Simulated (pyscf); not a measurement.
Elementary routes open to InH [singlet] + silanol (HO–SiH₃) in the gas phase (singlet surface):
A. H₃Si–O–In [singlet] + hydrogen (H₂) (H–In, H–O broken; In–O, H–H formed)
B. H₃Si–O–InH₂ (H–O broken; In–O, H–In formed)

Optimised with ωB97X-D3(BJ)/def2-SVP in PySCF.

Task: Rank the routes by free-energy barrier at 600 K, lowest first, for ωB97M-D3(BJ)/def2-TZVP energies (ideal gas, 1 atm, RRHO with modes under 100 cm⁻¹ raised to 100, one conformer, R ln 2 for chiral ones without a mode under 150 cm⁻¹).

Result: A (0.68 eV), B (2.17 eV)

Route A is the fastest of these, ahead of the next by 1.49 eV. The most stable products are those of A (ΔG = -1.10 eV), so kinetics and thermodynamics agree. At 1200 K A is still the fastest. A: On the reactant side the descent ends in a bound adduct, 0.44 eV under the separated species and 0.29 eV under the saddle at ωB97X-D3(BJ)/def2-TZVP. B: On the reactant side the descent ends in an adduct with a In–O contact (not fully relaxed), 0.47 eV under the separated species and 1.84 eV under the saddle at ωB97X-D3(BJ)/def2-TZVP. Only these routes are compared; each barrier is that of the saddle found, and lower ones may exist. Elements past Kr carry the def2 core potentials, without spin-orbit coupling.
